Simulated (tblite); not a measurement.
Compound: C5H7N.
SMILES with atom numbers: `[CH2:1]=[N:2][CH2:3][C:4]#[C:5][CH3:6]` (hydrogens: H7, H8 on C1; H9, H10 on C3; H11, H12, H13 on C6)

Computed with GFN2-xTB (tblite), gas phase: Langevin dynamics at 300 K from the optimised GFN2-xTB geometry, time step 0.5 fs, friction 0.01 fs⁻¹, 2000 steps. The instantaneous temperature is 2·E(kin)/(3Nk) with all 3N coordinates.

```csv
t (fs),T (K),E(pot) above start (eV),C1=N2 (Å),N2–C3 (Å),C3–C4 (Å),C4≡C5 (Å),C5–C6 (Å),C1–H7 (Å),C1–N2–C3–C4 (°)
0,250,0.000,1.248,1.439,1.454,1.198,1.446,1.098,118
25,169,0.256,1.257,1.432,1.442,1.203,1.462,1.111,129
50,158,0.263,1.239,1.462,1.418,1.200,1.469,1.127,132
75,156,0.260,1.242,1.470,1.431,1.198,1.494,1.127,142
100,202,0.324,1.243,1.407,1.426,1.184,1.487,1.111,140
125,286,0.281,1.268,1.432,1.483,1.199,1.468,1.058,136
150,181,0.399,1.216,1.470,1.452,1.206,1.421,1.058,130
175,254,0.428,1.266,1.457,1.461,1.196,1.429,1.068,124
200,333,0.374,1.282,1.434,1.495,1.194,1.452,1.091,129
225,261,0.528,1.227,1.413,1.479,1.198,1.451,1.129,134
250,314,0.379,1.233,1.439,1.442,1.194,1.439,1.153,133
275,312,0.408,1.257,1.479,1.456,1.202,1.469,1.125,139
300,274,0.421,1.231,1.452,1.434,1.210,1.455,1.124,146
325,324,0.379,1.258,1.384,1.433,1.205,1.461,1.099,157
350,248,0.405,1.249,1.468,1.476,1.193,1.455,1.099,154
375,325,0.311,1.245,1.472,1.479,1.180,1.422,1.116,153
400,252,0.459,1.260,1.413,1.480,1.204,1.429,1.092,146
425,294,0.439,1.251,1.371,1.461,1.223,1.439,1.094,134
450,348,0.249,1.236,1.433,1.453,1.199,1.435,1.086,130
475,350,0.290,1.261,1.454,1.440,1.186,1.464,1.122,129
500,209,0.462,1.262,1.477,1.447,1.202,1.460,1.148,125
525,331,0.369,1.234,1.441,1.444,1.206,1.446,1.125,127
550,292,0.367,1.233,1.444,1.463,1.192,1.425,1.103,116
575,296,0.486,1.262,1.479,1.467,1.217,1.436,1.077,107
600,308,0.358,1.253,1.438,1.458,1.204,1.416,1.066,99
625,314,0.586,1.260,1.370,1.462,1.203,1.428,1.119,104
650,342,0.476,1.246,1.437,1.469,1.205,1.485,1.150,125
675,280,0.599,1.247,1.498,1.429,1.203,1.443,1.123,129
700,357,0.404,1.258,1.433,1.450,1.202,1.458,1.096,137
725,331,0.391,1.258,1.431,1.471,1.211,1.478,1.077,142
750,264,0.520,1.220,1.511,1.422,1.190,1.430,1.065,138
775,364,0.318,1.261,1.429,1.473,1.207,1.445,1.073,128
800,326,0.432,1.280,1.432,1.492,1.221,1.436,1.086,113
825,237,0.606,1.240,1.437,1.490,1.193,1.445,1.090,99
850,356,0.447,1.240,1.429,1.479,1.177,1.460,1.120,116
875,327,0.602,1.266,1.399,1.477,1.205,1.453,1.086,118
900,472,0.337,1.238,1.431,1.436,1.234,1.429,1.083,106
925,364,0.475,1.252,1.488,1.457,1.210,1.464,1.075,100
950,263,0.469,1.244,1.452,1.440,1.159,1.477,1.113,109
975,270,0.473,1.257,1.417,1.482,1.182,1.522,1.111,103
1000,280,0.336,1.251,1.469,1.422,1.207,1.439,1.112,88
```

**Question.** From 500 fs on, how do temperature and potential energy compare with equipartition?

**Answer.** The mean temperature of these 21 frames is 313 K against the target 300 K, and the mean potential energy 0.45 eV against 33 × kT/2 = 0.43 eV for 33 classical harmonic modes. For 13 atoms in a canonical ensemble the temperature itself scatters by T·√(2/(3N)) = 68 K; here its standard deviation is 55 K. The whole run lasts only 10 friction times of 100 fs, so these averages carry a wide statistical error.

**Question.** What are the kinetic and total energies of the listed frame with the highest potential energy?

**Answer.** The one at 825 fs, 0.606 eV above the start. Its kinetic energy is 3NkT/2 = 0.398 eV at 237 K, so the sum is 1.00 eV; over the listed frames the sum runs from 0.42 to 1.15 eV, since the thermostat adds and removes energy.

**Question.** How much do the listed bonds fluctuate from 500 fs on?

**Answer.** 
```csv
bond,at the start (Å),mean (Å),standard deviation (Å)
C1=N2,1.248,1.251,0.013
N2–C3,1.439,1.445,0.032
C3–C4,1.454,1.459,0.021
C4≡C5,1.198,1.201,0.015
C5–C6,1.446,1.451,0.024
C1–H7,1.098,1.100,0.025
```

The motion is classical and holds no zero-point motion.

What follows is the cost of the whole dynamics run. Time: 5.5 s of wall time; peak memory 0.18 GiB. Hardware: Intel Xeon 6975P-C, one thread (shared host).
